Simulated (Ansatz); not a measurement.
C₄H₅F, SMILES `FCC1=CC1`, relaxed with RKS PBE0-D4/def2-TZVP in the Gaussian-basis code of Ansatz from a PBE-D4/def2-SVP geometry. The force threshold is 0.005 eV/Å; the program also tests the step.

Total charge 0; spin multiplicity 1.

Start:

```xyz
10

F     1.737   -0.126    1.730
C     1.190    0.559    0.661
C     0.011   -0.117    0.098
C    -0.871   -1.085    0.067
C    -1.046   -0.008   -0.978
H     1.965    0.680   -0.134
H     0.906    1.588    0.990
H    -1.258   -2.022    0.477
H    -0.774   -0.211   -2.037
H    -1.861    0.741   -0.874
```

Q: How much energy does the relaxation release, and in how many steps? (An estimate is asked.)

A: Computed: 0.06 eV, in 6 steps, 1 of them rejected.

Q: Which bonds change most? (Best estimate.)

A: Computed: C3–C4 from 1.310 to 1.288 Å; C2–H7 from 1.117 to 1.097 Å; C2–H6 from 1.117 to 1.097 Å; C5–H10 from 1.111 to 1.091 Å.

Q: Give the relaxed structure. (An estimate is asked.)

A: Computed: 
```xyz
10

F     1.710   -0.130    1.711
C     1.176    0.562    0.646
C     0.004   -0.111    0.092
C    -0.858   -1.067    0.066
C    -1.043   -0.007   -0.975
H     1.951    0.664   -0.123
H     0.906    1.568    0.989
H    -1.228   -1.991    0.473
H    -0.773   -0.212   -2.012
H    -1.847    0.723   -0.868
```
